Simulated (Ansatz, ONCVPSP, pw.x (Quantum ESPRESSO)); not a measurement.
pw.x on fcc W: one setting changed

Potential: optimised norm-conserving Vanderbilt (ONCV), ONCVPSP 4.0.1.1 (patched build), PBEsol; core [Kr] 4d10 4f14, reference 5s2 5p6 5d4.5 6s1.5; waves: 5s+6s: rc 1.90 bohr, ncon 4, nbas 7, qcut 5.9 1/bohr, 2 projectors; 5p: rc 1.30 bohr, ncon 4, nbas 7, qcut 8.8 1/bohr, 2 projectors, debl 0.6 Ha; 5d: rc 2.05 bohr, ncon 5, nbas 10, qcut 7.5 1/bohr, 2 projectors, debl 1.9 Ha; local part: polynomial inside 1.10 bohr (lpopt 4, dvloc0 2 Ha); core correction: Teter function fitted to the true core (icmod 2), fcfact 0.65. In the p channel the program set the typed energies aside and used -1.554, 0.250 Ha.

The reference run (k-mesh 14³, cutoffs 90/360 Ry, Fermi–Dirac 0.01 Ry, mixing_beta 0.4, conv_thr 1e-9, no spin) gives -3.16 GPa at 15.995 Å³/atom, where all-electron LAPW gives 0.14 GPa. This run, with its own iteration cap, changes smearing to gauss.

```
&control
  calculation='scf', prefix='x', pseudo_dir='./', outdir='./tmp', tstress=.true., disk_io='none'
/
&system
  ibrav=0, nat=1, ntyp=1, ecutwfc=90, ecutrho=360, nbnd=15,
  occupations='smearing', smearing='gauss', degauss=0.01
/
&electrons
  conv_thr=1e-09, mixing_beta=0.4, electron_maxstep=60
/
ATOMIC_SPECIES
W 1.0 W.UPF
CELL_PARAMETERS angstrom
  0.00000000 1.99979164 1.99979164
  1.99979164 0.00000000 1.99979164
  1.99979164 1.99979164 0.00000000
ATOMIC_POSITIONS crystal
W 0.0000 0.0000 0.0000
K_POINTS automatic
14 14 14 0 0 0
```

```bash
pw.x < W.scf.in > W.scf.out
```

Problem. How does the run end?

Solution. It converges in 7 iterations; the free energy moves by +30.3 meV/atom and the pressure by -0.33 GPa. Gaussian smearing of the same width is narrower in effect than Fermi–Dirac, so its quadratic term in F is smaller.

```
Message from routine setup:
     using ibrav=0 with symmetry is DISCOURAGED, use correct ibrav instead
     lattice parameter (alat)  =       5.3444  a.u.
     unit-cell volume          =     107.9396 (a.u.)^3
     number of electrons       =        14.00
     number of Kohn-Sham states=           15
     kinetic-energy cutoff     =      90.0000  Ry
     charge density cutoff     =     360.0000  Ry
     scf convergence threshold =      1.0E-09
     Exchange-correlation= PBESOL
     number of k points=   104  Gaussian smearing, width (Ry)=  0.0100
     iteration #  1     ecut=    90.00 Ry     beta= 0.40
     total energy              =    -163.93825775 Ry
     estimated scf accuracy    <       0.07027634 Ry
     iteration #  2     ecut=    90.00 Ry     beta= 0.40
     total energy              =    -163.93916456 Ry
     estimated scf accuracy    <       0.00964705 Ry
     iteration #  3     ecut=    90.00 Ry     beta= 0.40
     total energy              =    -163.94036623 Ry
     estimated scf accuracy    <       0.00047238 Ry
     iteration #  4     ecut=    90.00 Ry     beta= 0.40
     total energy              =    -163.94039347 Ry
     estimated scf accuracy    <       0.00000520 Ry
     iteration #  5     ecut=    90.00 Ry     beta= 0.40
     total energy              =    -163.94039527 Ry
     estimated scf accuracy    <       0.00000030 Ry
     iteration #  6     ecut=    90.00 Ry     beta= 0.40
     total energy              =    -163.94039529 Ry
     estimated scf accuracy    <          3.7E-09 Ry
     iteration #  7     ecut=    90.00 Ry     beta= 0.40
     the Fermi energy is    21.5760 ev
!    total energy              =    -163.94039530 Ry
     estimated scf accuracy    <          2.0E-10 Ry
     smearing contrib. (-TS)   =      -0.00081445 Ry
     The total energy is F=E-TS. E is the sum of the following terms:
     one-electron contribution =     -15.75315875 Ry
     hartree contribution      =      16.33704325 Ry
     xc contribution           =     -45.62705701 Ry
     ewald contribution        =    -118.89640834 Ry
     convergence has been achieved in   7 iterations
          total   stress  (Ry/bohr**3)                   (kbar)     P=      -34.89
     Message from routine punch:
     Nothing written, as per user request (disk_io='none')
```

The run took about 35 s on one core of a shared host (Neoverse-V1, 32 threads, 247 GiB, load 29).
